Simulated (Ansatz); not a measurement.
**AlHO (singlet): wave-function methods side by side at distance Al1–H3 = 3.390 Å, 6-31G**

How much of the correlation energy of AlHO (singlet) does each wave-function method recover here?

Program: Ansatz 0.2.0, Gaussian basis. Level of theory: 6-31G, core rule «outside noble gas», up to 6 orbitals frozen. These are calculated values, not measurements.

Plan: UHF; CCSD(T) on RHF; CCSD(T) on UHF; BCCD(T) on RHF; CISD; CCSDT(Q) on RHF; CCSDT(Q) on UHF; CISDTQ; CCSDTQ on RHF; CASSCF and MRCISD+Q, 2 electrons in 2 orbitals; CASSCF and NEVPT2, 2 electrons in 2 orbitals; CASSCF and MRCISD+Q, 10 electrons in 9 orbitals; CASSCF and NEVPT2, 10 electrons in 9 orbitals; Full CI.

24 further runs of the same task are left out: 6 for a known fault of the program, 2 for a mislabelled method, 9 that didn't finish, 7 set aside as unsound or not needed.

### Step 1. The system

The geometry derives from a PBE0/def2-TZVP stationary point (not a proven minimum). One bond is set to the value named and the two fragments are kept rigid.

3 atoms, charge 0, spin multiplicity 1.

Atoms are counted from 1 here; the program's logs count them from 0.

Bond lengths: Al1–O2 1.594 Å.

Geometry (Å):

```
Al    0.00000    0.00000   -0.59875
O     0.00000    0.00000   -2.19250
H     0.00000    0.00000    2.79125
```

### Step 2. UHF

Input file in.yaml:

```yaml
crystal:
  periodic: [false, false, false]
  atoms:
    - {symbol: Al, position_ang: [0.000000, 0.000000, -0.598751]}
    - {symbol: O, position_ang: [0.000000, 0.000000, -2.192499]}
    - {symbol: H, position_ang: [0.000000, 0.000000, 2.791249]}
basis:
  gaussian: {orbitals: 6-31G}
magnetization: {spin_polarized: true, initial_magnetization: 0}
hamiltonian: {xc: hf}
output: {orbitals: {seedname: orbitals}}
```

Started as:

```console
$ ansatz run in.yaml --threads 1 --pin off --events-out ev --progress --plain --max-ram 2393MiB
```

The runs that follow: CCSD(T) on RHF; CCSD(T) on UHF; BCCD(T) on RHF; CISD; CCSDT(Q) on RHF; CCSDT(Q) on UHF; CISDTQ; CCSDTQ on RHF; CASSCF and MRCISD+Q, 2 electrons in 2 orbitals; CASSCF and NEVPT2, 2 electrons in 2 orbitals; CASSCF and MRCISD+Q, 10 electrons in 9 orbitals; CASSCF and NEVPT2, 10 electrons in 9 orbitals; Full CI.

Q: Predict the results of all the runs planned. Wanted: FCI below the RHF energy; RMP2 from FCI; UMP2 from FCI; RCCSD from FCI; RCCSD(T) from FCI; UCCSD(T) from FCI; RCCSDT(Q) from FCI; UCCSDT(Q) from FCI; NEVPT2 valence from FCI.

As calculated:

| quantity | value |
| --- | --- |
| FCI below the RHF energy | -7.9913 eV |
| RMP2 from FCI | +139.0 kJ/mol |
| UMP2 from FCI | +127.2 kJ/mol |
| RCCSD from FCI | +71.2 kJ/mol |
| RCCSD(T) from FCI | +0.3 kJ/mol |
| UCCSD(T) from FCI | +19.7 kJ/mol |
| RCCSDT(Q) from FCI | -8.5 kJ/mol |
| UCCSDT(Q) from FCI | -1.7 kJ/mol |
| NEVPT2 valence from FCI | +48.0 kJ/mol |
| MRCISD+Q valence from FCI | +11.6 kJ/mol |
| levels within 1 kcal/mol (43 meV) | RCCSD(T), UCCSDT(Q), RCCSDTQ |
| T1 diagnostic | 0.053 |
| effectively unpaired electrons | 1.70 |

RCCSD(T) misses by +0.3 kJ/mol, 0.0 % of the correlation energy. CCSD(T) misses by +0.3 kJ/mol on the restricted determinant and by +19.7 kJ/mol on the unrestricted one; the two need not hold the same state or core. BCCD(T), RCCSDT(Q), UCCSDT(Q), RCCSDTQ fall below full CI: unrestricted runs freeze a spin-polarised core, another one than full CI's, and coupled cluster isn't variational. With 1.7 effectively unpaired electrons against 0 the state is strongly multireference. Coupled cluster on one determinant still stays close here. Of the multireference levels listed MRCISD+Q valence comes nearest in total energy (+11.6 kJ/mol), which doesn't show that its space is the better one. Coupled cluster took another determinant than the lowest Hartree-Fock one. These misses are within one basis, not against nature.
